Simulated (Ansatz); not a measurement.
A nudged elastic band was laid between two geometries of CH2O3 (6 atoms, charge 0, multiplicity 1).

Computed with RKS PBE0-D4/cc-pVDZ in Ansatz.

```yaml
movable_images: 5
climbing_image: yes
spring: 5.0 eV/Å²
optimiser: quadratic models (default)
start_path: through a guess of the saddle point
force_threshold: 0.05 eV/Å
iteration_limit: 60
end_points: relaxed
```

First end point:

```xyz
6
Properties=species:S:1:pos:R:3
O -0.648 -0.875 0.743
C -0.049 -0.085 0.057
O 1.256 -0.126 -0.217
O -0.582 0.975 -0.554
H 1.587 -0.909 0.248
H -1.522 0.956 -0.323
```

Last end point:

```xyz
6
Properties=species:S:1:pos:R:3
O -0.792 -0.432 0.469
C 0.089 0.304 -0.244
O 1.311 -0.222 -0.164
O -0.182 1.290 -0.865
H 1.264 -1.012 0.395
H -1.649 0.008 0.363
```

Problem. Which bonds break or form, and what moves?

Solution. Bonds broken: O4–H6. Bonds formed: O1–H6.

Problem. Give the energies along the band, and the barrier.

Solution. The run converged. The highest image is number 3 of 0 to 6, 1.54 eV above the first end and 1.45 eV above the last; the last end lies 0.09 eV above the first. A vibrational analysis at the climbing image gives one clearly imaginary mode, 1889i cm⁻¹: a first-order saddle point. The orbitals stay closed-shell, which can raise the energy where a bond breaks towards radicals; this wasn't checked here.

```json
{"image": "0", "path coordinate (Å)": "0.00", "energy (eV)": "0.00", "O4–H6 (Å)": "0.97", "O1–H6 (Å)": "2.29"}
{"image": "1", "path coordinate (Å)": "0.28", "energy (eV)": "0.20", "O4–H6 (Å)": "0.98", "O1–H6 (Å)": "1.96"}
{"image": "2", "path coordinate (Å)": "0.56", "energy (eV)": "0.87", "O4–H6 (Å)": "1.06", "O1–H6 (Å)": "1.60"}
{"image": "3", "path coordinate (Å)": "0.85", "energy (eV)": "1.54", "O4–H6 (Å)": "1.30", "O1–H6 (Å)": "1.29"}
{"image": "4", "path coordinate (Å)": "1.13", "energy (eV)": "0.89", "O4–H6 (Å)": "1.63", "O1–H6 (Å)": "1.05"}
{"image": "5", "path coordinate (Å)": "1.42", "energy (eV)": "0.27", "O4–H6 (Å)": "1.99", "O1–H6 (Å)": "0.98"}
{"image": "6", "path coordinate (Å)": "1.70", "energy (eV)": "0.09", "O4–H6 (Å)": "2.30", "O1–H6 (Å)": "0.97"}
```

Problem. What is the geometry of the highest image?

Solution. 
```xyz
6
Properties=species:S:1:pos:R:3
O -0.800 -0.593 0.581
C 0.020 0.112 -0.096
O 1.300 -0.139 -0.218
O -0.552 1.097 -0.645
H 1.490 -0.940 0.293
H -1.415 0.399 0.039
```

Problem. What are the harmonic wavenumbers there?

Solution. 1889i, 531, 546, 730, 780, 1123, 1140, 1242, 1622, 1779, 2305, 3821 cm⁻¹.

The band took 7 iterations and about 60 core-seconds.

Time of the run: 63 s on 1 thread of Arm Neoverse V1 (shared host), peak memory 0.12 GiB.
